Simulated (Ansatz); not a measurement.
# N2 (nitrogen): levels of theory compared

We compute a comparison of 6 runs (HF/3-21G, HF/def2-TZVPPD, CAM-B3LYP/def2-TZVPPD, r2SCAN0/def2-TZVPPD, RPA@PBE0/def2-TZVPPD, CCSD(T)/def2-TZVPPD) of N2 (nitrogen). 

Program for the calculation: Ansatz 0.2.0.

15 further runs of the same task are left out: 15 set aside as unsound or not needed.

**1. The structure to begin with**

N2: 2 atoms, total charge 0, spin state singlet. As SMILES, `N#N`. The N1–N2 distance was set to 1.961 Å, away from the relaxed value.

Bond lengths: N1–N2 1.961 Å.

**2. A single-point energy at HF/3-21G (run 1)**

Contents of in.yaml:

```yaml
basis:
  gaussian: {orbitals: 3-21G.json}
crystal:
  periodic: [false, false, false]
  atoms:
    - {symbol: "N", position_ang: [1.210296, -0.390779, 0.623478]}
    - {symbol: N, position_ang: [-0.465500, 0.150300, -0.239800]}
hamiltonian: {xc: hf}
accuracy: high
output: {orbitals: {seedname: orbitals}}
```

The basis set 3-21G is read from a file made from the Basis Set Exchange's data (not shown).

Started as:

```sh
$ ansatz run in.yaml --threads 1 --pin off --max-ram 3480MiB --events-out events.jsonl --progress --plain --runs-dir runs
```

Standard output:

```text
Warning: RAYON_NUM_THREADS=1 ignored (pool sized by the plan → 1); use --threads N
Functional definition: HF
  name "HF"
  exchange = exact_x
  correlation = 0
383 factors; integrals over basis functions are off by at most 2.0e-9 eV
mean field evaluation 1: about -2932.4603 eV, gradient 5.0e0 eV
mean field evaluation 2: about -2932.4597 eV, gradient 5.0e0 eV
mean field evaluation 4: about -2932.5266 eV, gradient 3.5e-1 eV
mean field evaluation 8: about -2932.5268 eV, gradient 4.0e-3 eV
mean field evaluation 16: about -2932.5268 eV, gradient 1.3e-6 eV
mean field evaluation 32: about -2936.2224 eV, gradient 6.6e-6 eV
mean field evaluation 64: about -2935.4478 eV, gradient 2.3e0 eV
mean field evaluation 96: about -2932.5268 eV, gradient 3.2e-7 eV
mean field -2936.22241462 eV, -107.9041834942 hartree, gradient 6.5e-8 eV, S^2 0.000000; 7 other end points of the search recorded, 0 dependent functions left out
reference -2936.22241462 eV, -107.9041834942 hartree; 7, 7 occupied and 11, 11 virtual orbitals, 383 factors
Total energy: -2936.22241462 eV, -107.9041834942 hartree
```

It took 0.14 s on 1 thread of Arm Neoverse V1, shared host.

**3. The energy at HF/def2-TZVPPD (run 2)**

Contents of job.yaml:

```yaml
crystal:
  periodic: [false, false, false]
  atoms:
    - {symbol: "N", position_ang: [1.210296, -0.390779, 0.623478]}
    - {symbol: "N", position_ang: [-0.465500, 0.150300, -0.239800]}
basis:
  gaussian:
    orbitals: def2-TZVPPD.json
output:
  orbitals: {seedname: orbitals}
hamiltonian:
  xc: hf
accuracy: high
```

The basis set def2-TZVPPD is read from a file made from the Basis Set Exchange's data (not shown).

Started as:

```sh
$ ansatz run job.yaml --threads 1 --pin off --max-ram 3480MiB --events-out events.jsonl --progress --plain --runs-dir runs
```

Standard output:

```text
Warning: RAYON_NUM_THREADS=1 ignored (pool sized by the plan → 1); use --threads N
[... 4 set-up lines as earlier in the session ...]
1009 factors; integrals over basis functions are off by at most 2.8e-9 eV
mean field evaluation 1: about -2949.0711 eV, gradient 7.2e0 eV
mean field evaluation 2: about -2949.0721 eV, gradient 7.2e0 eV
mean field evaluation 4: about -2949.2901 eV, gradient 9.9e-1 eV
mean field evaluation 8: about -2949.2953 eV, gradient 3.9e-3 eV
mean field evaluation 16: about -2949.2953 eV, gradient 1.5e-6 eV
mean field evaluation 32: about -2952.6068 eV, gradient 3.8e-4 eV
mean field evaluation 64: about -2951.6402 eV, gradient 5.5e0 eV
mean field evaluation 96: about -2951.7208 eV, gradient 4.3e0 eV
mean field -2952.60680273 eV, -108.5062986515 hartree, gradient 1.2e-8 eV, S^2 0.000000; 8 other end points of the search recorded, 0 dependent functions left out
reference -2952.60680273 eV, -108.5062986515 hartree; 7, 7 occupied and 67, 67 virtual orbitals, 1009 factors
Total energy: -2952.60680273 eV, -108.5062986515 hartree
```

Wall time 1.6 s (1 thread of Arm Neoverse V1, shared host); peak memory 0.11 GiB.

Runs 3 to 5 aren't shown in full; the table further down has their settings and results.

**4. A single-point energy at CCSD(T)/def2-TZVPPD (run 6)**

Contents of in.yaml:

```yaml
basis:
  gaussian: {orbitals: def2-TZVPPD.json}
crystal:
  periodic: [false, false, false]
  atoms:
    - symbol: "N"
      position_ang: [1.210296, -0.390779, 0.623478]
    - symbol: "N"
      position_ang: [-0.465500, 0.150300, -0.239800]
accuracy: high
scf: {omitted_lower_state_checks: [cluster_reference, increment]}
correlation: {method: ccsd_t, frozen_orbitals: {"N": 1}}
```

The basis set def2-TZVPPD is read from a file made from the Basis Set Exchange's data (not shown).

Started as:

```sh
$ ansatz run in.yaml --threads 1 --pin off --max-ram 3480MiB --events-out events.jsonl --progress --plain --runs-dir runs
```

Standard output:

```text
Warning: RAYON_NUM_THREADS=1 ignored (pool sized by the plan → 1); use --threads N
[... 16 lines left out ...]
2 core orbitals not correlated: weight in the atoms' cores, before any rotation towards them, 1.000 or more for the frozen orbitals, at most 0.000 for the correlated occupied ones
[... 70 lines left out ...]
Total energy: -2964.04814572 eV, -108.9267602511 hartree
Checks for a lower state left out: cluster_reference, increment
```

Wall time 6 s (1 thread of Arm Neoverse V1, shared host); peak memory 0.26 GiB.

**5. All runs side by side**

```
run                  level  frozen core orbitals  energy (Eh)  HOMO energy (eV)  LUMO energy (eV)  HOMO–LUMO gap (eV)  wall time
  1               HF/3-21G                     –  -107.904183            -11.81              1.34               13.15     0.14 s
  2         HF/def2-TZVPPD                     –  -108.506299            -12.55              0.23               12.78      1.6 s
  3  CAM-B3LYP/def2-TZVPPD                     –  -109.063499            -10.54             -4.70                5.84      2.4 s
  4    r2SCAN0/def2-TZVPPD                     –  -109.020630             -9.34             -5.84                3.49      3.6 s
  5   RPA@PBE0/def2-TZVPPD                     2  -109.110973                 –                 –                   –        3 s
  6    CCSD(T)/def2-TZVPPD                     2  -108.926760                 –                 –                   –        6 s
```

**6. Results**

```
                                          quantity          value
                               run 6: total energy  -108.92676 Eh
run 6: correlation energy (2 core orbitals frozen)     -420.5 mEh
                             run 6: (T) correction     -60.71 mEh
                              run 6: T1 diagnostic          0.051
```

**Reading.** Over runs 1, 2, 3, 4 the HOMO–LUMO gap runs from 3.49 eV (r2SCAN0/def2-TZVPPD) to 13.15 eV (HF/3-21G). The two ends differ in method and basis. Totals of different functionals can't be ranked against each other. In run 6 the T1 diagnostic is large, so a single reference may not serve. In runs 5, 6 the log says that unrestricted orbitals would lower the reference, so the values rest on an unstable closed-shell determinant (other closed-shell runs at this shape may share the fault). All runs together took 17 s, the longest 6 s.
